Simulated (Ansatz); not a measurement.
Ideal-gas functions of CH5BS (`BSC`) at 298.15 K and 1 bar, from an Ansatz frequency run at PBE0-D4/def2-TZVP.

Molar mass 59.93 g/mol, point group Cs (symmetry number 1), electronic degeneracy 1, moments of inertia 22.958, 64.975, 84.759 u Å². Harmonic wavenumbers (cm⁻¹, unscaled): 76, 298, 468, 717, 786, 855, 919, 985, 985, 1187, 1346, 1461, 1474, 2595, 2699, 3071, 3159, 3178.

Use S(trans) = R[1.5 ln M + 2.5 ln T − 1.1517]; rotational temperatures θ = 24.2544 K / I; S(rot) = R[ln(√π/σ · √(T³/θAθBθC)) + 1.5]; for each mode x = 1.438777 ν̃/T, S = R[x/(eˣ − 1) − ln(1 − e⁻ˣ)] and H = RT x/(eˣ − 1); 1 cm⁻¹ = 0.0119627 kJ/mol; R = 8.31446 J/(mol·K).

Problem. By hand: the entropy, in J/(mol·K).

Solution. Translation 159.9. Rotation: θ = 1.0565, 0.3733, 0.2862 K, giving 97.4. Vibration, mode by mode: 16.70, 5.98, 3.11, 1.20, 0.92, 0.70, 0.54, 0.42, 0.42, 0.18, 0.09, 0.06, 0.05, 0.00, 0.00, 0.00, 0.00, 0.00, in all 30.4. Electronic 0.0. Sum 287.7 J/(mol·K).

Problem. By hand: H − E and G − E in kJ/mol, counted from the electronic energy.

Solution. Zero-point energy ½ × 26259 × 0.0119627 = 157.1; thermal vibration 4.9; translation, rotation and pV give 4 RT = 9.9. H − E = 171.9 kJ/mol, and G − E = 171.9 − 298.15 × 287.7/1000 = 86.1 kJ/mol.

Vibration gives 11 % of the entropy, 16.7 J/(mol·K) of it from the mode under 150 cm⁻¹: soft modes count most, and the harmonic formula is weakest for them.
